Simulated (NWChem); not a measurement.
chloromethane (CH3Cl); SMILES CCl

Results from NWChem. Pople sets run with spherical d functions. Each level has its own optimisation; frequencies are unscaled.

```json
[
 {"level": "B3LYP/def2-TZVP", "r C–Cl (Å)": "1.795", "r C–H (Å)": "1.086", "highest harmonic frequency (cm⁻¹)": "3167", "lowest (cm⁻¹)": "714", "zero-point energy (kcal/mol)": "23.6", "dipole (D)": "1.95"},
 {"level": "B3LYP/6-31G*", "r C–Cl (Å)": "1.803", "r C–H (Å)": "1.090", "highest harmonic frequency (cm⁻¹)": "3195", "lowest (cm⁻¹)": "720", "zero-point energy (kcal/mol)": "23.9", "dipole (D)": "2.08"},
 {"level": "BLYP/def2-SVP", "r C–Cl (Å)": "1.814", "r C–H (Å)": "1.105", "highest harmonic frequency (cm⁻¹)": "3087", "lowest (cm⁻¹)": "689", "zero-point energy (kcal/mol)": "22.8", "dipole (D)": "1.73"},
 {"level": "PBE0/def2-SVP", "r C–Cl (Å)": "1.775", "r C–H (Å)": "1.097", "highest harmonic frequency (cm⁻¹)": "3207", "lowest (cm⁻¹)": "765", "zero-point energy (kcal/mol)": "23.7", "dipole (D)": "1.87"}
]
```
